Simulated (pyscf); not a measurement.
## Four-centre exchange: `[SiH3][NH][SiH3]` + `[OH2]` → `[OH][SiH2][NH][SiH3]` + `[H][H]`

Gas phase, singlet surface, charge 0. Bonds broken: Si1–H4, O11–H12. Bonds formed: Si1–O11, H4–H12. Single points on ωB97X-D3(BJ)/def2-SVP structures (PySCF, gas phase).

Transition state (Å):

```xyz
13

Si    -0.8470     0.4048     1.3188
N      0.1502    -0.4222     0.1724
Si     0.0468    -0.2920    -1.5687
H     -1.3905     1.4235    -0.0924
H     -0.1623     0.0041     2.6044
H     -2.2734     0.0719     1.5678
H      0.8006    -1.1035     0.5545
H      0.9795    -1.3206    -2.1222
H      0.4856     1.0471    -2.0614
H     -1.3229    -0.5593    -2.0917
O     -0.5388     2.2342     1.6692
H     -0.9198     2.2224     0.6209
H      0.3895     2.4936     1.7771
```

One imaginary mode, 1154i cm⁻¹; descent along it reached the two sides named.

```
bond     change  reactant side (Å)  saddle  product side
-------  ------  -----------------  ------  ------------
Si1–H4   breaks              1.492   1.823           4.1
O11–H12  breaks              0.965   1.115         2.464
Si1–O11   forms                2.9   1.888         1.673
H4–H12    forms                2.7   1.170         0.761
```

Electronic energies relative to the separated reactants (kcal/mol):

| level | barrier | reaction energy | reverse barrier |
|---|---|---|---|
| ωB97X-D3(BJ)/def2-TZVP | 29.7 | -22.1 | 51.8 |
| PBE/def2-TZVP | 25.1 | -20.6 | 45.7 |
| r²SCAN/def2-TZVP | 26.1 | -23.3 | 49.4 |
| B3LYP-D3(BJ)/def2-TZVP | 29.9 | -22.3 | 52.2 |
| PBE0-D3(BJ)/def2-TZVP | 27.0 | -20.6 | 47.6 |
| M06-2X/def2-TZVP | 29.9 | -24.5 | 54.4 |
| ωB97M-D3(BJ)/def2-TZVP | 29.0 | -21.9 | 50.9 |
| HF/def2-TZVP | 48.8 | -19.9 | 68.7 |

With ωB97M-D3(BJ)/def2-TZVP energies and thermal terms (ideal gas, 1 atm, RRHO with modes under 100 cm⁻¹ raised to 100, one conformer, R ln 2 for rigid chiral ones), in kcal/mol:

| T (K) | ΔH‡ | ΔG‡ | ΔH | ΔG |
|---|---|---|---|---|
| 298 | 27.5 | 39.3 | -24.5 | -22.1 |
| 600 | 27.5 | 51.3 | -23.4 | -20.1 |
| 900 | 28.1 | 63.1 | -22.4 | -18.6 |
| 1200 | 28.9 | 74.6 | -21.7 | -17.5 |

HO–SiH₂–NH–SiH₃ lies 12.2 kcal/mol over its isomer H₂N–SiH₂–O–SiH₃, and others may lie lower still (electronic energy, ωB97M-D3(BJ)). This is the saddle that the search found; another between the same sides may lie lower.
